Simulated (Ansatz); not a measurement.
## A geometry optimisation of C2H5N− with PBE0-D3(BJ)/def2-SVPD

The starting geometry of this gas-phase doublet was optimised with GFN2-xTB; its bonds are those of `[CH2-][CH]N`.

```xyz
8

C    -0.5968   -1.0600   -0.5447
C     0.2866   -0.8493    0.5684
N     1.7523   -0.8160    0.3486
H    -0.1744   -1.4064   -1.4948
H    -1.4935   -0.4405   -0.6653
H     0.0032   -0.0416    1.2652
H     2.0187   -0.0533   -0.3088
H     1.9818   -1.6728   -0.1569
```

Question: Predict what becomes of its bonds when it is optimised with PBE0-D3(BJ)/def2-SVPD.

Answer: It keeps its bonds, and is `[CH2-][CH]N`.

The energy falls by 0.18 eV over 13 steps:

```tsv
step	E − E(last) (eV)
1	0.179
2	0.113
4	0.048
5	0.009
6	0.007
8	0.000
9	0.000
10	0.000
12	0.000
13	0.000
```

Final geometry (Å):

```yaml
atoms:
  - { symbol: C, position_ang: [-0.5047, -0.7445, -0.6912] }
  - { symbol: C, position_ang: [0.3089, -0.7809, 0.4769] }
  - { symbol: N, position_ang: [1.7540, -0.7792, 0.3506] }
  - { symbol: H, position_ang: [-0.2609, -1.4193, -1.5271] }
  - { symbol: H, position_ang: [-1.5852, -0.5888, -0.5578] }
  - { symbol: H, position_ang: [-0.0400, -0.1762, 1.3290] }
  - { symbol: H, position_ang: [2.0257, -0.1535, -0.4321] }
  - { symbol: H, position_ang: [2.0802, -1.6976, 0.0635] }
```

Frequencies at the end are all real (lowest 202 cm⁻¹). Open shells are spin-unrestricted. Run with Ansatz 0.2.0, 99 s on 2 threads of Intel(R) Xeon(R) Processor @ 2.50GHz (Skylake/Cascade Lake), with other jobs on the host.
